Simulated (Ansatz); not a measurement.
## Worked example: building the atomization energy of C2H6O, singlet

Measured: the G2/97 heats of formation, with zero-point and thermal terms from B3LYP taken off, give an electronic atomization energy of 797.6 kcal/mol (Curtiss et al., J. Chem. Phys. 106, 1063 (1997); Staroverov et al., J. Chem. Phys. 119, 12129 (2003)). The calculation below tries to reproduce it.

Geometry (MP2(full)/6-31G*, from the G2/97 set):

```xyz
9

C     0.0000    1.1657   -0.2516
O     0.0000    0.0000    0.5485
C     0.0000   -1.1657   -0.2516
H     0.0000    2.0178    0.4286
H     0.8918    1.2143   -0.8921
H    -0.8918    1.2143   -0.8921
H     0.0000   -2.0178    0.4286
H    -0.8918   -1.2143   -0.8921
H     0.8918   -1.2143   -0.8921
```

Atomization energies (atoms less molecule, kcal/mol) from Ansatz 0.2.0, frozen cores, restricted molecule, unrestricted atoms, sets cc-pVDZ, cc-pVTZ, cc-pVQZ:

```json
{"level": "HF", "DZ": "573.87", "TZ": "584.73", "QZ": "585.75"}
{"level": "CCSD(T)", "DZ": "740.50", "TZ": "779.66", "QZ": "790.23"}
{"level": "CCSDT", "DZ": "740.47", "TZ": "779.14", "QZ": "–"}
{"level": "CCSDT(Q)", "DZ": "741.02", "TZ": "779.64", "QZ": "–"}
```

**Question.** Extrapolate Hartree–Fock with exp(−5.46 √X) and the CCSD(T) correlation part with X⁻³ (X = 3, 4), add each higher step from the largest set that has it, and compare with the measured value.

**Answer.** Hartree–Fock: 585.75 + (585.75 − 584.73) × 0.301 = 586.06.
Correlation: TZ 194.93, QZ 204.48; (64 × 204.48 − 27 × 194.93) / 37 = 211.45.
Full triples (TZ): 779.14 − 779.66 = -0.52.
(Q) (TZ): 779.64 − 779.14 = 0.50.
Sum: 797.5 kcal/mol, 0.1 below the measured 797.6.

The steps beyond CCSD(T) add -0.02 kcal/mol, while going from QZ to the limit adds 7.28. Core correlation, scalar relativity, spin–orbit terms and the relaxation from this MP2 geometry are missing from the sum, and the measured value has its own uncertainty.
